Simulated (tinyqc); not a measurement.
CCD on RHF in the sto-3g basis, for BH2+, spin multiplicity 1, step by step. One step of it, computed by the program tinyqc.

Task: Orthogonalisation. S = U s U^T; symmetric (Loewdin) form X = U s^(-1/2) U^T, so that X^T S X = 1.

overlap S:
```
           1B 1s     1B 2s    1B 2px     1B 2py    1B 2pz     2H 1s      3H 1s
1B 1s   1.000000  0.269328  0.000000   0.000000  0.000000  0.081033   0.081033
1B 2s   0.269328  1.000000  0.000000   0.000000  0.000000  0.521295   0.521295
1B 2px  0.000000  0.000000  1.000000   0.000000  0.000000  0.000000   0.000000
1B 2py  0.000000  0.000000  0.000000   1.000000  0.000000  0.446265  -0.446265
1B 2pz  0.000000  0.000000  0.000000   0.000000  1.000000  0.258413   0.258413
2H 1s   0.081033  0.521295  0.000000   0.446265  0.258413  1.000000   0.137945
3H 1s   0.081033  0.521295  0.000000  -0.446265  0.258413  0.137945   1.000000
```

Give: eigenvalues of S; X.

Result:

eigenvalues of S: 0.2293  0.2962  0.8571  1.0000  1.0916  1.5659  1.9600

X:
```
          1B 1s    1B 2s  1B 2px   1B 2py   1B 2pz    2H 1s    3H 1s
1B 1s    1.0320  -0.1717  0.0000   0.0000  -0.0147   0.0279   0.0279
1B 2s   -0.1717   1.3936  0.0000   0.0000   0.1769  -0.4213  -0.4213
1B 2px   0.0000   0.0000  1.0000   0.0000   0.0000   0.0000   0.0000
1B 2py   0.0000   0.0000  0.0000   1.2619   0.0000  -0.3650   0.3650
1B 2pz  -0.0147   0.1769  0.0000   0.0000   1.0858  -0.2051  -0.2051
2H 1s    0.0279  -0.4213  0.0000  -0.3650  -0.2051   1.3517  -0.0230
3H 1s    0.0279  -0.4213  0.0000   0.3650  -0.2051  -0.0230   1.3517
```
